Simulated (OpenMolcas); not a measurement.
# AlH2Cl (SMILES [AlH2][Cl]), step by step

Wanted: a single-point energy (HF/STO-3G), then a single-point energy (FCI/STO-3G), then the excited states of AlH2Cl. 

The results are computed with OpenMolcas 26.06.

1 further run of the same task is left out (it didn't finish).

### 1 The system as given

AlH2Cl: 4 atoms, total charge 0, spin state singlet. As SMILES, `[AlH2][Cl]`. The shape comes from GFN2-xTB, which is rough for such elements, and wasn't checked as a minimum.

Bond lengths: Al1–Cl2 2.014 Å, Al1–H3 1.537 Å, Al1–H4 1.537 Å. Angles: Cl2–Al1–H3 121.9°, Cl2–Al1–H4 121.9°, H3–Al1–H4 116.2°.

### 2 A single-point energy at HF/STO-3G (run 1)

The input, step1.input:

```
* AlClH2 Hartree-Fock
&GATEWAY
BasLib
$CurrDir
Coord
4
angstrom
Al      -0.062930       0.006580      -0.073510
Cl       1.246110      -0.130950       1.450370
H       -1.312710      -0.885250      -0.154210
H        0.129540       1.009620      -1.222650
Basis
STO-3G
Group
NoSym
&SEWARD
&SCF
PrOrbitals
1 1
```

The basis set STO-3G is read from a file made from the Basis Set Exchange's data (not shown).

On the command line:

```console
$ export MOLCAS_MEM=1860
$ pymolcas step1.input > step1.log
```

The log of the run (excerpt; [...] marks lines left out):

```text
--- Start Module: gateway ---
[...]
--- Stop Module: gateway /rc=_RC_ALL_IS_WELL_ ---
--- Start Module: seward ---
[...]
      Basis functions           20
--- Stop Module: seward /rc=_RC_ALL_IS_WELL_ ---
--- Start Module: scf ---
[...]
       Convergence after   7 Iterations
[...]
::    Total SCF energy                               -694.8306470127
[...]
      Total spin, S                                     0.0000000000
[...]
      Total electronic charge=   32.000000
      Total            charge=   -0.000000
[...]
      Dipole Moment (debye):
      Origin of the operator (angstrom)=    0.6360   -0.0669    0.7402
                   X= -1.5013E+00               Y=  1.5756E-01               Z= -1.7497E+00           Total=  2.3109E+00
      Quadrupole Moment (debye*angstrom):
[...]
--- Stop Module: scf /rc=_RC_ALL_IS_WELL_ ---
[...]
```

It took 1.2 s on 1 thread of Arm Neoverse V2, shared host; peak memory 0.37 GiB.

### 3 A single-point energy at FCI/STO-3G (run 2)

The input, step2.input:

```
>>> EXPORT MOLCAS_PRINT=2

&GATEWAY
 BasLib=$CurrDir
 Coord
 4
 angstrom
 Al      -0.062930       0.006580      -0.073510
 Cl       1.246110      -0.130950       1.450370
 H       -1.312710      -0.885250      -0.154210
 H        0.129540       1.009620      -1.222650
 Basis=STO-3G
 Group=NoSym

&SEWARD

&RASSCF
 FileOrb=$CurrDir/step1.ScfOrb
 Spin=1
 Nactel=12 0 0
 Inactive=10
 Ras2=10
 CIRoot=3 3 1
 OrbListing=Nothing
 OrbAppear=Compact
 CIOnly
```

The basis set STO-3G is read from a file made from the Basis Set Exchange's data (not shown).

On the command line:

```console
$ export MOLCAS_MEM=1860
$ pymolcas step2.input > step2.log
```

The log of the run (excerpt; [...] marks lines left out):

```text
--- Start Module: gateway ---
[...]
--- Stop Module: gateway /rc=_RC_ALL_IS_WELL_ ---
--- Start Module: seward ---
[...]
      Basis functions           20
--- Stop Module: seward /rc=_RC_ALL_IS_WELL_ ---
--- Start Module: rasscf ---
[...]
      Number of active orbitals                 10
[...]
      Spin quantum number                      0.0
[...]
      Active orbitals                           10
[...]
      Number of CSFs                         13860
[...]
      Number of root(s) required                 3
[...]
      printout of CI-coefficients larger than  0.05 for root  1
      energy=    -694.877417
      conf/sym  1111111111     Coeff  Weight
             1  2222220000  -0.98098 0.96232
           160  2u222d0u0d   0.05325 0.00284
           738  2ud2220u0d   0.05214 0.00272
[...]
      Natural orbitals and occupation numbers for root  1
      sym 1:   1.999806   1.975691   1.998876   1.988505   1.996022   1.966800   0.007222   0.037376   0.009711   0.019993
      Natural orbitals and occupation numbers for root  2
      sym 1:   1.999768   1.923995   1.981856   1.983683   1.998114   1.009200   1.001333   0.075692   0.013671   0.012687
      Natural orbitals and occupation numbers for root  3
      sym 1:   1.998627   1.947887   1.998726   1.021691   1.988949   1.939822   0.992159   0.075462   0.009623   0.027055
      ************************************************************************************************************************
      *                                                    Final results                                                     *
[...]
::    RASSCF root number  1 Total energy:   -694.87741748
::    RASSCF root number  2 Total energy:   -694.57563642
::    RASSCF root number  3 Total energy:   -694.49913758
[...]
      Total electronic charge=   32.000000
      Total            charge=   -0.000000
[...]
      Dipole Moment (debye):
      Origin of the operator (angstrom)=    0.6360   -0.0669    0.7402
                   X=  7.6405E-01               Y= -7.9428E-02               Z=  8.8916E-01           Total=  1.1750E+00
      Quadrupole Moment (debye*angstrom):
[...]
--- Stop Module: rasscf /rc=_RC_ALL_IS_WELL_ ---
[...]
```

Run time: 3.3 s. Hardware: 1 thread of Arm Neoverse V2, shared host; peak memory 0.37 GiB.

The roots found:

| excited state | energy (eV) |
| --- | --- |
| 1 | 8.212 |
| 2 | 10.294 |

### 4 The excited states at FCI/STO-3G (run 3)

The input, step3.input:

```
>>> EXPORT MOLCAS_PRINT=2

&GATEWAY
 BasLib = $CurrDir
 Coord
 4
 angstrom
 Al      -0.062930       0.006580      -0.073510
 Cl       1.246110      -0.130950       1.450370
 H       -1.312710      -0.885250      -0.154210
 H        0.129540       1.009620      -1.222650
 Basis = STO-3G
 Group = NoSym

&SEWARD

&RASSCF
 FileOrb = $CurrDir/step1.ScfOrb
 Spin = 1
 Nactel = 12 0 0
 Inactive = 10
 Ras2 = 10
 CIRoot = 4 4 1
 OrbListing = Nothing
 OrbAppear = Compact
 CIOnly

&RASSI
 NrOfJobIphs = 1 all
```

The basis set STO-3G is read from a file made from the Basis Set Exchange's data (not shown).

On the command line:

```console
$ export MOLCAS_MEM=1860
$ pymolcas step3.input > step3.log
```

The log of the run (excerpt; [...] marks lines left out):

```text
--- Start Module: gateway ---
[...]
      Basis functions           20
[...]
      Number of active orbitals                 10
[...]
      Spin quantum number                      0.0
[...]
      Active orbitals                           10
[...]
      Number of CSFs                         13860
[...]
      Number of root(s) required                 4
[...]
      printout of CI-coefficients larger than  0.05 for root  1
      energy=    -694.877417
      conf/sym  1111111111     Coeff  Weight
             1  2222220000  -0.98098 0.96232
           160  2u222d0u0d   0.05325 0.00284
           738  2ud2220u0d   0.05214 0.00272
[...]
      Natural orbitals and occupation numbers for root  1
      sym 1:   1.999806   1.975691   1.998876   1.988505   1.996022   1.966800   0.007222   0.037376   0.009711   0.019993
      Natural orbitals and occupation numbers for root  2
      sym 1:   1.999768   1.923995   1.981855   1.983683   1.998114   1.009200   1.001333   0.075693   0.013671   0.012687
      Natural orbitals and occupation numbers for root  3
      sym 1:   1.998627   1.947887   1.998726   1.021691   1.988949   1.939822   0.992159   0.075462   0.009623   0.027054
      Natural orbitals and occupation numbers for root  4
      sym 1:   1.999532   1.985019   1.018380   1.956659   1.998030   1.949377   1.001735   0.060238   0.011079   0.019952
      ************************************************************************************************************************
      *                                                    Final results                                                     *
[...]
::    RASSCF root number  1 Total energy:   -694.87741748
::    RASSCF root number  2 Total energy:   -694.57563642
[...]
::    RASSI State    1     Total energy:    -694.87741748223425
::    RASSI State    2     Total energy:    -694.57563642364141
::    RASSI State    3     Total energy:    -694.49913758428011
::    RASSI State    4     Total energy:    -694.48895000433879
[...]
  SPIN-FREE ENERGIES:
  (Shifted by EMIN (a.u.) =       -694.8774174822)
 SF State       Relative EMIN(au)   Rel lowest level(eV)    D:o, cm**(-1)
     1             0.0000000000        0.0000000000              0.0000
     2             0.3017810586        8.2118809471          66233.2866
     3             0.3782798980       10.2935204123          83022.8412
     4             0.3884674779       10.5707385850          85258.7565
[...]
```

It took 14 s on 1 thread of Arm Neoverse V2, shared host; peak memory 0.37 GiB.

The roots found:

| excited state | energy (eV) | strength |
| --- | --- | --- |
| 1 | 8.212 | 0.0000 |
| 2 | 10.294 | 0.0134 |
| 3 | 10.571 | 0.0000 |

### 5 Outcome

```
                                                            quantity          value
                                      run 1, HF/STO-3G: total energy  -694.83065 Eh
                                     run 1, HF/STO-3G: dipole moment         2.31 D
                                       run 1, HF/STO-3G: HOMO energy       -9.40 eV
                                       run 1, HF/STO-3G: LUMO energy        7.94 eV
                                     run 1, HF/STO-3G: HOMO–LUMO gap       17.34 eV
                                     run 2, FCI/STO-3G: total energy  -694.87742 Eh
                       run 2, FCI/STO-3G: dipole moment (CI density)         2.16 D
run 2, FCI/STO-3G: lowest excitation energy within this active space        8.21 eV
```

**Reading.** Mulliken charges (run 1, HF/STO-3G) run from -0.50 on Cl2 to +1.00 on Al1. Excitation energies in a minimal basis are rough. Mulliken charges (run 2, FCI/STO-3G) run from -0.46 on Cl2 to +0.92 on Al1; they depend strongly on the basis. The brightest of the 3 transitions from the ground state lies at 10.29 eV (120 nm, f = 0.013); the lowest, at 8.21 eV, has f = 0.000. Mulliken charges (run 3, FCI/STO-3G) run from -0.46 on Cl2 to +0.92 on Al1.
